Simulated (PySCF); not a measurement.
System (SMILES): C=C=O.
Geometry (B3LYP-D3(BJ)/def2-TZVP, fixed):
```xyz
5

C      0.0091     0.0017    -1.2056
C     -0.0008    -0.0001     0.1027
H      0.0282     0.9401    -1.7377
H     -0.0018    -0.9351    -1.7406
O     -0.0096    -0.0018     1.2620
```
Charge 0, spin multiplicity 1.

Basis-set convergence of the mean static polarisability at PBE with PySCF. All functions are spherical. Density fitting with generated auxiliary sets. No added dispersion term, no relativity. Reference: the value in d-aug-cc-pVTZ, 29.65 bohr³, itself unsure by roughly 0.5 % (its mean distance from aug-pcseg-2, aug-cc-pVTZ). Deviations are taken from unrounded values.

| basis | functions | mean static polarisability (bohr³) |
|---|---|---|
| cc-pVDZ | 52 | 21.29 |
| aug-cc-pVDZ | 87 | 29.04 |
| def2-SVP | 52 | 21.27 |
| def2-SVPD | 79 | 28.25 |
| pcseg-1 | 52 | 21.79 |
| aug-pcseg-1 | 87 | 29.44 |
| 6-311G** | 66 | 22.34 |
| 6-311+G** | 78 | 26.00 |
| def2-TZVP | 105 | 25.92 |
| def2-TZVPD | 132 | 29.22 |
| cc-pVTZ | 118 | 24.82 |
| aug-cc-pVTZ | 184 | 29.46 |
| pcseg-2 | 118 | 26.02 |
| aug-pcseg-2 | 184 | 29.53 |
| def2-TZVPP | 121 | 26.09 |
| def2-TZVPPD | 148 | 29.20 |
| def2-QZVPP | 231 | 27.59 |
| def2-QZVPPD | 258 | 29.40 |

What the diffuse functions change, pair by pair:
- cc-pVDZ to aug-cc-pVDZ: 35 more functions, deviation -28.2 to -2.1 %
- def2-SVP to def2-SVPD: 27 more functions, deviation -28.3 to -4.7 %
- pcseg-1 to aug-pcseg-1: 35 more functions, deviation -26.5 to -0.7 %
- 6-311G** to 6-311+G**: 12 more functions, deviation -24.7 to -12.3 %
- def2-TZVP to def2-TZVPD: 27 more functions, deviation -12.6 to -1.5 %
- cc-pVTZ to aug-cc-pVTZ: 66 more functions, deviation -16.3 to -0.6 %
- pcseg-2 to aug-pcseg-2: 66 more functions, deviation -12.2 to -0.4 %
- def2-TZVPP to def2-TZVPPD: 27 more functions, deviation -12.0 to -1.5 %
- def2-QZVPP to def2-QZVPPD: 27 more functions, deviation -7.0 to -0.8 %

They bring the value nearer the reference by more than 0.5 % in 9 of 9 pairs.
